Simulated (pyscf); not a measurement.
O=NbH(OH)–Cl (SMILES [O]=[NbH]([OH])[Cl]) → O=Nb(=O)–Cl (SMILES [O]=[Nb](=[O])[Cl]) + H₂ (SMILES [H][H]) (elimination; singlet surface; H–O, H–Nb broken, H–H formed). Structures and frequencies: ωB97X-D3(BJ)/def2-SVP in PySCF. Energies in kcal/mol from the reactant's lowest minimum found.

| level | barrier | reaction energy |
|---|---|---|
| PBE/def2-TZVP | [?] | +35.2 |
| r²SCAN/def2-TZVP | 36.1 | +38.0 |
| B3LYP-D3(BJ)/def2-TZVP | 39.7 | +39.6 |
| PBE0-D3(BJ)/def2-TZVP | 38.4 | +40.8 |
| M06-2X/def2-TZVP | [?] | [?] |
| HF/def2-TZVP | 59.1 | +49.9 |

Task: Some entries are withheld; supply them.

Result: 
- PBE/def2-TZVP, barrier: 32.9
- M06-2X/def2-TZVP, barrier: 43.1
- M06-2X/def2-TZVP, reaction energy: +41.6

On the product side the descent ends in an adduct with a H–Nb contact, 11.6 kcal/mol under the separated species and 11.8 kcal/mol under the saddle at ωB97X-D3(BJ)/def2-TZVP. At PBE, r²SCAN, PBE0-D3(BJ) the saddle lies under the separated products, which points to a path from their complex (located at ωB97X-D3(BJ) alone), and parting the products costs more than the saddle. This is the saddle that the search found; another between the same sides may lie lower. Elements past Kr carry the def2 core potentials, without spin-orbit coupling.
